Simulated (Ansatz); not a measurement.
Results of G0W0@LDA in Ansatz (hard PAW, contour deformation) for rock-salt RbCl.

The same calculation (at the measured cell, 35.771 Å³/atom) with different numerical settings; throughout: k mesh 2×2×2:

| run | response cutoff (eV) | empty bands | quasiparticle gap on the mesh (eV) | quasiparticle gap at Γ (eV) | rough time |
|---|---|---|---|---|---|
| 1 | 100 | 298 | 7.290 | 7.290 | 9 core-s |
| 2 | 150 | 548 | 7.410 | 7.410 | 30 core-s |
| 3 | 200 | 844 | 7.468 | 7.468 | 100 core-s |
| 4 | 250 | 1180 | 7.499 | 7.499 | 4 core-min |
| 5 | 300 | 1551 | ___ | ___ | 4 core-min |

Q: Complete the blanks.

A: 
- 5, quasiparticle gap on the mesh (eV): 7.521
- 5, quasiparticle gap at Γ (eV): 7.521

In the column quasiparticle gap on the mesh (eV) the first row differs from the last by -0.231 and the next to last by -0.022.

The last row is no converged limit: other settings stay fixed.

Spin–orbit coupling is not included.

Ansatz is a quantum-chemistry and plane-wave program.
